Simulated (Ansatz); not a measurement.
One change: `N/C(F)=N/CF` becomes `N=C(N)F`.

Ansatz, PBE0-D4/def2-TZVP geometries, multiplicity 1. Each molecule was computed in one conformer, which needn't be the lowest.

| property | `N/C(F)=N/CF` |
| --- | --- |
| LUMO energy (B3LYP/def2-TZVPP) / eV | 0.32 |
| LUMO energy (ωB97M-V/def2-TZVPP) / eV | 2.19 |
| size of the dipole moment (PBE/def2-TZVPP) / D | 3.44 |
| zero-point energy (PBE0-D4/def2-TZVP) / kJ/mol | 188.7 |
| HOMO energy (PBE0/def2-TZVPP) / eV | -7.51 |
| HOMO–LUMO gap (B3LYP/def2-TZVPP) / eV | 7.63 |

What does the change do to each property? (Best estimate.)

Ansatz gave: 
```
                                      property  `N=C(N)F`  shift
           LUMO energy (B3LYP/def2-TZVPP) / eV       0.51   0.19
         LUMO energy (ωB97M-V/def2-TZVPP) / eV       2.31   0.12
size of the dipole moment (PBE/def2-TZVPP) / D       2.11  -1.33
zero-point energy (PBE0-D4/def2-TZVP) / kJ/mol      133.7  -55.0
            HOMO energy (PBE0/def2-TZVPP) / eV      -7.54  -0.03
         HOMO–LUMO gap (B3LYP/def2-TZVPP) / eV       7.82   0.19
```

The zero-point energy changes by -55.0 kJ/mol with -9 modes. Dipoles are sizes alone; their direction can turn.

Positive LUMOs are unbound, so they and the gaps depend on the basis.

B3LYP here is the variant with VWN-RPA as its local correlation; programs differ in this.
